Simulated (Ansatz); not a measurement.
Predict the output of the script below (Ansatz 0.2.0 through its Python package).

`scan_c2h3ns.py`:
```python
"""Potential curve of C2H3NS along one bond."""

import ansatz
import numpy as np

config = {
    "basis_set": "cc-pVDZ",
    "level": "MP2",
}

GEOMETRY = """
C    -0.54570    0.66360   -0.18890
S     0.74580    0.36640    0.95550
C     1.06540   -1.20260    0.43570
N     1.39610   -2.27160    0.08370
H    -0.23830    0.63560   -1.25130
H    -0.97200    1.73580   -0.02950
H    -1.39010    0.00470   -0.05100
"""


def main() -> None:
    geometry = ansatz.Crystal.molecule()
    for line in GEOMETRY.strip().splitlines():
        symbol, *xyz = line.split()
        geometry = geometry.atom(symbol, [float(v) for v in xyz])

    symbols = [site.symbol for site in geometry.cartesian_sites]
    start = np.array([site.position_ang for site in geometry.cartesian_sites])
    axis = (start[1] - start[0]) / np.linalg.norm(start[1] - start[0])
    moving = [1, 2, 3]
    lengths, energies = [1.541, 1.611, 1.681, 1.751, 1.821, 1.891, 1.961, 2.066], []
    for length in lengths:
        xyz = start.copy()
        xyz[moving] += (length - np.linalg.norm(start[1] - start[0])) * axis
        point = ansatz.Crystal.molecule()
        for symbol, place in zip(symbols, xyz):
            point = point.atom(symbol, place.tolist())
        job = (
            point.calculation()
            .basis(gaussian=config["basis_set"])
            .correlation(config["level"])
        )
        report = job.run(threads=1, backend="cpu").report
        energies.append(report["free_energy_ev"])
        print(f"r = {length:6.3f} A  E = {energies[-1]:.5f} eV  <S^2> = {abs(report['mean_field']['state']['spin_squared']):.3f}")

    # quartic fit about the minimum
    fit = np.polynomial.Polynomial.fit(lengths, np.array(energies) - min(energies), 4).convert()
    roots = [r.real for r in fit.deriv().roots() if abs(r.imag) < 1e-9 and fit.deriv(2)(r.real) > 0]
    r_e = min(roots, key=lambda r: abs(r - lengths[int(np.argmin(energies))]))
    print(f"minimum of the fit at {r_e:.4f} A, force constant {fit.deriv(2)(r_e):.2f} eV/A^2")


if __name__ == "__main__":
    main()
```

```console
$ python scan_c2h3ns.py
r =  1.541 A  E = -14420.79886 eV  <S^2> = 0.000
r =  1.611 A  E = -14421.47363 eV  <S^2> = 0.000
r =  1.681 A  E = -14421.87150 eV  <S^2> = 0.000
r =  1.751 A  E = -14422.06739 eV  <S^2> = 0.000
r =  1.821 A  E = -14422.11711 eV  <S^2> = 0.000
r =  1.891 A  E = -14422.06221 eV  <S^2> = 0.000
r =  1.961 A  E = -14421.93356 eV  <S^2> = 0.000
r =  2.066 A  E = -14421.65065 eV  <S^2> = 0.000
minimum of the fit at 1.8144 A, force constant 21.64 eV/A^2
```

Total energies depend on the basis set; only differences at equal settings carry meaning. The rest of the molecule is held rigid at a force-field or estimated start geometry, and the basis set is modest; single-reference methods fail as a bond breaks. The orbitals are restricted, so S² is zero by construction. S² is that of the Hartree-Fock reference. The whole script took 9.2 s on 1 thread of Intel(R) Xeon(R) Platinum 8259CL CPU @ 2.50GHz (Skylake/Cascade Lake) (shared host), peak memory 0.19 GiB.
